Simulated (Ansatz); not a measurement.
**Worked example: Ga$_{2}$H$_{2}$ (H-bridged), triplet against Ga₂H₂ (H-bridged), singlet**

Geometry (PBE0/def2-TZVP stationary point of a singlet), kept for both states (Ga2H2 (H-bridged), singlet: Ag; Ga2H2 (H-bridged), triplet: Au):

```xyz
4

Ga    0.0000    0.0000    1.5063
Ga    0.0000    0.0000   -1.5063
H     0.0000    1.0971    0.0000
H     0.0000   -1.0971    0.0000
```

Basis cc-pVDZ; Ansatz 0.2.0. Correlated methods freeze the noble-gas cores and the filled d shells of p-block atoms. Prefix R: restricted or restricted open-shell reference. No spin–orbit coupling is included, and no scalar relativity.

Full CI isn't at hand for all of this; RCCSDTQ serves as the reference, and is uncertain by about the last step of the cluster series.

Coupled cluster chose its determinant by trial CCSD, here up to 0.29 eV above the lowest Hartree–Fock solution of its kind.

```json
{"level": "RCCSD(T)", "E(Ga2H2 (H-bridged), singlet) (hartree)": "-3847.713436", "E(Ga2H2 (H-bridged), triplet) (hartree)": "-3847.662490"}
{"level": "PBE", "E(Ga2H2 (H-bridged), singlet) (hartree)": "-3850.227395", "E(Ga2H2 (H-bridged), triplet) (hartree)": "-3850.179498"}
{"level": "wB97M-V", "E(Ga2H2 (H-bridged), singlet) (hartree)": "-3850.597020", "E(Ga2H2 (H-bridged), triplet) (hartree)": "-3850.533017"}
{"level": "RCCSDTQ", "E(Ga2H2 (H-bridged), singlet) (hartree)": "-3847.714659", "E(Ga2H2 (H-bridged), triplet) (hartree)": "-3847.664898"}
```

Problem. Give the vertical gap, Ga2H2 (H-bridged) triplet less Ga2H2 (H-bridged) singlet, at each level in eV (1 hartree = 27.2114 eV), and each error against RCCSDTQ.

Solution. RCCSDTQ: (-3847.664898 − (-3847.714659)) × 27.2114 = 1.354 eV (the reference)
wB97M-V: (-3850.533017 − (-3850.597020)) × 27.2114 = 1.742 eV, error 0.388 eV
PBE: (-3850.179498 − (-3850.227395)) × 27.2114 = 1.303 eV, error -0.051 eV
RCCSD(T): (-3847.662490 − (-3847.713436)) × 27.2114 = 1.386 eV, error 0.032 eV

Total energies of functionals can't be set beside those of wave-function methods, since they hold the core's correlation and their own absolute errors; only the differences compare.

In so small a basis the reference is far from its limit while semilocal and hybrid functionals are nearer theirs, so the functionals' errors here hold much of the reference's basis and frozen-core error, which can add to them or hide them.

Each level lands on the state that its own search finds; the functionals scatter so widely here that some may stand on another one. T1 diagnostics of restricted CCSD: 0.015 and 0.024.
